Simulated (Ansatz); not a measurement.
A nudged elastic band was laid between two geometries of BFH3N + H2 (8 atoms, charge 0, multiplicity 1).

Level of theory: RKS PBE0-D4/def2-SVP (Ansatz).

- movable images: 5
- climbing image: yes
- spring: 5.0 eV/Å²
- optimiser: quadratic models (default)
- start path: through a guess of the saddle point
- force threshold: 0.05 eV/Å
- iteration limit: 60
- end points: relaxed

Initial state:

```xyz
8
Properties=species:S:1:pos:R:3
B 0.083 -0.744 0.229
N -0.005 -0.249 1.529
H -0.862 -0.269 2.067
H 0.790 0.136 2.020
H 1.121 -0.718 -0.390
F -1.007 -1.255 -0.351
H -0.296 3.208 1.123
H -0.274 2.446 1.109
```

Final state:

```xyz
8
Properties=species:S:1:pos:R:3
B -0.134 0.287 0.069
N 0.040 0.388 1.714
H -0.876 0.418 2.166
H 0.541 -0.427 2.073
H 1.024 0.229 -0.342
F -0.867 -0.883 -0.102
H -0.740 1.316 -0.221
H 0.558 1.228 1.977
```

(1) What changes between the two ends?

(2) What energy profile does the band end with?

(3) What is the geometry of the highest image?

Results:

(1) Bonds broken: H7–H8. Bonds formed: B1–H7, N2–H8. BFH3N + H2 becomes BFH5N.

(2) The run converged. The highest image is number 4 of 0 to 6, 1.66 eV above the first end and 1.53 eV above the last; the last end lies 0.13 eV above the first. Neighbouring images differ by up to 1.4 eV, so the band resolves the path poorly. A vibrational analysis at the climbing image gives one clearly imaginary mode, 1367i cm⁻¹: a first-order saddle point. The orbitals stay closed-shell, which can raise the energy where a bond breaks towards radicals; this wasn't checked here.

```tsv
image	path coordinate (Å)	energy (eV)	H7–H8 (Å)	B1–H7 (Å)	N2–H8 (Å)
0	0.00	0.00	0.76	4.07	2.74
1	0.85	0.01	0.76	3.62	2.78
2	1.70	0.04	0.76	2.97	2.73
3	2.55	0.36	0.76	2.17	2.16
4	3.40	1.66	1.02	1.42	1.35
5	4.34	0.24	2.10	1.23	1.02
6	5.29	0.13	2.55	1.23	1.02
```

(3) 
```xyz
8
Properties=species:S:1:pos:R:3
B -0.031 0.132 0.269
N 0.040 0.248 1.822
H -0.820 0.012 2.309
H 0.862 -0.106 2.300
H 1.058 0.005 -0.253
F -1.085 -0.575 -0.210
H -0.325 1.500 0.054
H -0.152 1.338 1.045
```

Run time: 100 s on 2 threads of Arm Neoverse V1, with other jobs on the host, peak memory 0.12 GiB.
